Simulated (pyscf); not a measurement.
AsH₃ + BH₃ -> AsH₃ + BH₃ (four-centre exchange; singlet surface; As–H, B–H broken, As–H, B–H formed). PySCF, gas phase, ωB97X-D3(BJ)/def2-SVP geometries. MP2 and CC: frozen core, UHF for open shells. ΔMP2 is the change of the MP2 total energy from the triple- to the quadruple-zeta basis. Energies in kcal/mol from the separated reactants.

```tsv
level	barrier	reaction energy
ωB97X-D3(BJ)/def2-TZVP	5.4	0.0
r²SCAN/def2-TZVP	1.0	0.0
B3LYP-D3(BJ)/def2-TZVP	6.1	0.0
PBE0-D3(BJ)/def2-TZVP	0.0	0.0
MP2/def2-QZVPP	[?]	0.0
CCSD/def2-TZVPP	11.3	0.0
CCSD(T)/def2-TZVPP + ΔMP2(QZVPP)	[?]	0.0
```

Task: Fill in the missing entries.

Result: 
- MP2/def2-QZVPP, barrier: 7.7
- CCSD(T)/def2-TZVPP + ΔMP2(QZVPP), barrier: 8.5

On the reactant side the descent ends in an adduct with a As–B, B–H contact, 5.2 kcal/mol under the separated species and 10.6 kcal/mol under the saddle at ωB97X-D3(BJ)/def2-TZVP. On the product side the descent ends in an adduct with a As–B, B–H contact, 5.2 kcal/mol under the separated species and 10.6 kcal/mol under the saddle at ωB97X-D3(BJ)/def2-TZVP. What is counted as formed (B–H) is already present as a longer contact in the reactant adduct; forming that adduct is a step of its own. What is counted as broken (B–H) persists as a longer contact in the product adduct; parting that adduct is a step of its own. This is the saddle that the search found; another between the same sides may lie lower. The CCSD(T) − MP2 part came from Ansatz, without density fitting, on the same reference. The frozen core leaves the outer d or s,p core shells of the metals and heavy elements correlated in the MP2 and CC values, and def2-TZVPP describes them poorly, which can shift differences by a few kcal/mol. Elements up to Kr have no core potential and no relativistic terms here.
